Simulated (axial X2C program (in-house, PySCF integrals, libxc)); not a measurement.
Estimating the spin–orbit splitting of the π levels of BCl

Calculated with an axial X2C code built on PySCF integrals. Spin-free means the one-electron spin-free X2C Hamiltonian; two-component (2c) means X2C with spin–orbit coupling and atomic mean-field two-electron Coulomb and Gaunt terms, so the difference of the two also holds small scalar two-electron terms. Basis: Cl dyall-av3z [9s8p3d2f], B dyall-v3z [7s6p2d1f] (cores contracted in-house); Gaussian nuclei, density fitting, unrestricted open shells. Masses: Cl 34.969 u, B 11.009 u.

Hartree–Fock at 1.726 Å, closed shell. Valence p splittings ε(p3/2) − ε(p1/2) of spherical Dirac–Hartree–Fock atoms with fractionally filled p shells: Cl 3p 0.140 eV.

```csv
"filled π level (eV), spin-free",B p share,Cl p share
-14.21,0.09,0.85
```

Task: In first order a p shell splits by 3ζ/2 and a π orbital by ζ. Estimate the splitting of each π level from the shares.

Result: level -14.21 eV: (2/3) × (0.85 × 0.140) = 0.08 eV.

The two-component Hartree–Fock calculation gives:

| ε(ω = 1/2) (eV) | σ share of it | ε(ω = 3/2) (eV) | splitting (eV) | estimate (eV) |
| --- | --- | --- | --- | --- |
| -14.249 | 0.00 | -14.160 | 0.09 | 0.08 |

The estimate leaves out the mixing of π1/2 with σ1/2 levels, which pushes the ω = 1/2 spinor up or down, the d and f parts of the orbital, small shares of the strongly split outer-core p shell of a metal, the Gaunt term (absent from the atomic values), and the change of the atomic p orbitals with charge; Löwdin shares depend on the basis.
